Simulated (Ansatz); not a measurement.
**wB97X/STO-3G run of [SiPH4]− (SMILES [SiH2-]P)**

Aim: the vertical singlet–triplet gap of [SiPH4]− at wB97X/STO-3G, from 2 runs. 

The calculation is run with Ansatz 0.2.0.

## (1) Starting point

[SiPH4]−: 6 atoms, total charge -1, spin state singlet. As SMILES, `[SiH2-]P`. The coordinates come from a GFN2-xTB relaxation. This is one conformer, not always the lowest.

Bond lengths: Si1–P2 2.225 Å, Si1–H3 1.503 Å, Si1–H4 1.503 Å, P2–H5 1.375 Å, P2–H6 1.375 Å. Angles: Si1–P2–H5 94.0°, Si1–P2–H6 94.1°, P2–Si1–H3 96.4°, P2–Si1–H4 96.5°, H5–P2–H6 91.3°, H3–Si1–H4 96.7°.

## (2) The energy at wB97X/STO-3G

File job.yaml:

```yaml
basis:
  gaussian: {orbitals: STO-3G}
crystal:
  periodic: [false, false, false]
  atoms:
    - symbol: Si
      position_ang: [0.357650, -1.019850, -0.132620]
    - symbol: P
      position_ang: [-0.355230, 1.071380, 0.132600]
    - symbol: H
      position_ang: [-0.387090, -1.600590, 1.036860]
    - symbol: H
      position_ang: [-0.642080, -1.408110, -1.185860]
    - symbol: H
      position_ang: [0.407400, 1.565440, -0.899820]
    - symbol: H
      position_ang: [0.619350, 1.391730, 1.048840]
total_charge: -1
hamiltonian: {xc: {name: wB97X}}
accuracy: high
```

Run with:

```sh
ansatz run job.yaml --threads 1 --pin off --max-ram 2610MiB --events-out events.jsonl --progress --plain --runs-dir runs
```

The log of the run:

```text
Warning: RAYON_NUM_THREADS=1 ignored (pool sized by the plan → 1); use --threads N
Functional definition: wB97X
  name "wB97X"
  parameter omega = 0.3/bohr
  parameter cx = 0.157706
  parameter cx1 = 0.726479
  parameter cx2 = 1.04760
  parameter cx3 = -5.70635
  parameter cx4 = 13.2794
  parameter css1 = -4.33879
  parameter css2 = 18.2308
  parameter css3 = -31.7430
  parameter css4 = 17.2901
  parameter cos1 = 2.37031
  parameter cos2 = -11.3995
  parameter cos3 = 6.58405
  parameter cos4 = -3.78132
  exchange = spin_sum(e_x_unif_sr(omega)*poly(b97_u_x, 1 - cx, cx1, cx2, cx3, cx4)) + cx*exact_x_sr(omega)
      + exact_x_lr(omega)
  correlation = spin_sum(e_c_pw_same_spin*poly(b97_u_same, 1, css1, css2, css3, css4))
      + integral(e_c_pw_opposite_spin*poly(b97_u_opposite, 1, cos1, cos2, cos3, cos4))
393 factors; integrals over basis functions are off by at most 2.7e-9 eV
164 factors; integrals over basis functions are off by at most 8.4e-10 eV
mean field evaluation 1: about -17029.1039 eV, gradient 9.3e0 eV
mean field evaluation 2: about -17029.5640 eV, gradient 2.1e0 eV
mean field evaluation 4: about -17029.5813 eV, gradient 9.0e-2 eV
mean field evaluation 8: about -17029.5526 eV, gradient 2.6e-4 eV
mean field evaluation 16: about -17029.5526 eV, gradient 9.8e-9 eV
mean field -17029.55262576 eV, -625.8245159512 hartree, gradient 9.8e-9 eV, S^2 0.000000; 0 other end points of the search recorded, 0 dependent functions left out
reference -17029.55262393 eV, -625.8245158842 hartree; 17, 17 occupied and 5, 5 virtual orbitals, 393 factors
Total energy: -17029.55262393 eV, -625.8245158842 hartree
```

Wall time 3.6 s (1 thread of AMD EPYC 9R14 (Zen 4), shared host); peak memory 0.29 GiB.

## (3) The triplet

File in.yaml:

```yaml
crystal:
  periodic: [false, false, false]
  atoms:
    - {symbol: Si, position_ang: [0.357650, -1.019850, -0.132620]}
    - {symbol: P, position_ang: [-0.355230, 1.071380, 0.132600]}
    - {symbol: H, position_ang: [-0.387090, -1.600590, 1.036860]}
    - {symbol: H, position_ang: [-0.642080, -1.408110, -1.185860]}
    - {symbol: H, position_ang: [0.407400, 1.565440, -0.899820]}
    - {symbol: H, position_ang: [0.619350, 1.391730, 1.048840]}
basis:
  gaussian:
    orbitals: STO-3G
magnetization:
  spin_polarized: true
  initial_magnetization: 2
hamiltonian:
  xc: {name: wB97X}
accuracy: high
total_charge: -1
```

Run with:

```sh
ansatz run in.yaml --threads 1 --pin off --max-ram 2610MiB --events-out events.jsonl --progress --plain --runs-dir runs
```

The log of the run (excerpt; [...] marks lines left out):

```text
Warning: RAYON_NUM_THREADS=1 ignored (pool sized by the plan → 1); use --threads N
[... 2 set-up lines as earlier in the session ...]
[...]
      + exact_x_lr(omega)
[...]
      + integral(e_c_pw_opposite_spin*poly(b97_u_opposite, 1, cos1, cos2, cos3, cos4))
393 factors; integrals over basis functions are off by at most 2.7e-9 eV
164 factors; integrals over basis functions are off by at most 8.4e-10 eV
[...]
mean field -17022.84681140 eV, -625.5780818188 hartree, gradient 4.0e-8 eV, S^2 2.003950; 2 other end points of the search recorded, 0 dependent functions left out
reference -17022.84680971 eV, -625.5780817567 hartree; 18, 16 occupied and 4, 6 virtual orbitals, 393 factors
Total energy: -17022.84680971 eV, -625.5780817567 hartree
```

It took 6.9 s on 1 thread of AMD EPYC 9R14 (Zen 4), shared host; peak memory 0.47 GiB.

## (4) Results

Level: wB97X/STO-3G.

| quantity | value |
| --- | --- |
| singlet: total energy | -625.82452 Eh |
| triplet: total energy | -625.57808 Eh |
| triplet: ⟨S²⟩ | 2.004 |
| vertical energy of the triplet above the singlet | 6.706 eV |

In words: At this shape the triplet lies 6.71 eV (647 kJ/mol) above the singlet. For an anion a state so high probably lies above electron detachment. In a minimal basis such a difference can be off by several eV, whatever the method.
